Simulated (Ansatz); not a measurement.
# CH7AlSi: basis-set convergence

The task here is to estimate one member of a computed series from the others.

The runs use Ansatz 0.2.0, Gaussian basis; one geometry, several basis sets.

Plan: PBE0-D4/def2-SVP; ωB97M-V/def2-SVP; PBE0-D4/def2-QZVPP; ωB97M-V/def2-QZVPP; CCSD(T)/cc-pV(D+d)Z; CCSD(T)/cc-pV(T+d)Z; CCSD(T)/cc-pV(Q+d)Z; the functionals' def2-TZVPP values are taken from earlier runs.

**The geometry**

The geometry comes from an earlier relaxation with PBE0-D4 in a triple-zeta def2 set; it is a stationary point, not always the lowest conformer.

SMILES `[CH3][AlH][SiH3]`, 10 atoms, charge 0, spin multiplicity 1.

Atoms are counted from 1 here; the program's logs count them from 0.

Bond lengths: C1–Al2 1.953 Å, C1–H4 1.096 Å, C1–H5 1.092 Å, C1–H6 1.096 Å, Al2–Si3 2.461 Å, Al2–H7 1.593 Å, Si3–H8 1.494 Å, Si3–H9 1.494 Å, Si3–H10 1.490 Å. Angles: Al2–C1–H4 110.5°, Al2–C1–H5 113.7°, Al2–C1–H6 110.2°, H4–C1–H5 108.0°, H4–C1–H6 106.2°, H5–C1–H6 107.9°, C1–Al2–Si3 120.6°, C1–Al2–H7 118.9°, Si3–Al2–H7 120.4°, Al2–Si3–H8 110.9°, Al2–Si3–H9 110.7°, Al2–Si3–H10 114.1°, H8–Si3–H9 106.3°, H8–Si3–H10 107.2°, H9–Si3–H10 107.2°.

Set-up of the first run:

The input, in.yaml:

```yaml
crystal:
  periodic: [false, false, false]
  atoms:
    - {symbol: C, position_ang: [-1.428446, 0.967154, -0.792407]}
    - {symbol: Al, position_ang: [0.409065, 0.309455, -0.720919]}
    - {symbol: Si, position_ang: [1.161657, -1.107311, 1.145404]}
    - {symbol: H, position_ang: [-1.909213, 0.659339, -1.727475]}
    - {symbol: H, position_ang: [-2.050649, 0.624124, 0.036631]}
    - {symbol: H, position_ang: [-1.438018, 2.062980, -0.790387]}
    - {symbol: H, position_ang: [1.416903, 0.709211, -1.887736]}
    - {symbol: H, position_ang: [0.334884, -2.347617, 1.241011]}
    - {symbol: H, position_ang: [1.000200, -0.395030, 2.448503]}
    - {symbol: H, position_ang: [2.586617, -1.533604, 1.050372]}
basis:
  gaussian: {orbitals: def2-SVP}
hamiltonian: {xc: pbe0, dispersion: d4}
output: {orbitals: {seedname: orbitals}}
```

Started as:

```console
ansatz run in.yaml --threads 2 --pin off --events-out ev --progress --plain --max-ram 32768MiB --backend cpu
```

Steps of the session up to this table: PBE0-D4 in def2-SVP; ωB97M-V in def2-SVP; PBE0-D4 in def2-QZVPP; ωB97M-V in def2-QZVPP.

One table of the session follows, with a row left open; its other results are not shown here.

It belongs to the step «Functionals by basis». 

```
functional       basis  HOMO (eV)  LUMO (eV)
   PBE0-D4    def2-SVP      -7.37      -1.72
   PBE0-D4  def2-TZVPP          ?          ?
   PBE0-D4  def2-QZVPP      -7.35      -1.75
   ωB97M-V    def2-SVP      -9.34      -0.03
   ωB97M-V  def2-TZVPP      -9.35      -0.12
   ωB97M-V  def2-QZVPP      -9.35      -0.22
```

Estimate the missing values for PBE0-D4, def2-TZVPP.

**Answer.** HOMO (eV): -7.35; LUMO (eV): -1.74.
